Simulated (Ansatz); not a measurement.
Zinc-blende ZnS: PBE at its full settings (plane-wave cutoff 520 eV, 12×12×12 k mesh, Fermi–Dirac smearing 0.01 eV, scalar-relativistic PAW data made under PBE) and at cheaper ones, in a cell of 2 atoms with Γ-centred meshes.

```json
[
 {"level and setting": "PBE (Ansatz)", "lattice parameter a (Å)": "5.443", "bulk modulus (GPa)": "69.5"},
 {"level and setting": "PBE (2×2×2 k mesh) (Ansatz)", "lattice parameter a (Å)": "5.586", "bulk modulus (GPa)": "59.4"},
 {"level and setting": "PBE (4×4×4 k mesh) (Ansatz)", "lattice parameter a (Å)": "5.451", "bulk modulus (GPa)": "69.3"},
 {"level and setting": "PBE (6×6×6 k mesh) (Ansatz)", "lattice parameter a (Å)": "5.444", "bulk modulus (GPa)": "69.5"},
 {"level and setting": "PBE (Fermi-Dirac smearing of 0.3 eV) (Ansatz)", "lattice parameter a (Å)": "5.444", "bulk modulus (GPa)": "69.2"}
]
```

Largest shifts from the full settings: lattice constant a +2.63 % (PBE (2×2×2 k mesh)), against a difference of +0.61 % of the full result from the reference 5.41 Å (measured, room temperature, no zero-point or thermal correction; as tabulated in Albrecht et al. (1997), arXiv:cond-mat/9706128); bulk modulus -14.5 % (PBE (2×2×2 k mesh)), against a difference of -9.9 % of the full result from the reference 77.1 GPa (measured, temperature not stated, not corrected to a static lattice, sources range from 74.5 to 77.1; as tabulated in Toher et al. (2017), arXiv:1611.05714).

Ansatz's density-functional and Hartree–Fock values are scalar-relativistic unless marked +SOC, with PAW data made under PBE.

Run with cheap settings on purpose, which may leave them unconverged: PBE (2×2×2 k mesh), PBE (4×4×4 k mesh), PBE (6×6×6 k mesh), PBE (Fermi-Dirac smearing of 0.3 eV).

Ansatz is a quantum-chemistry and plane-wave program.
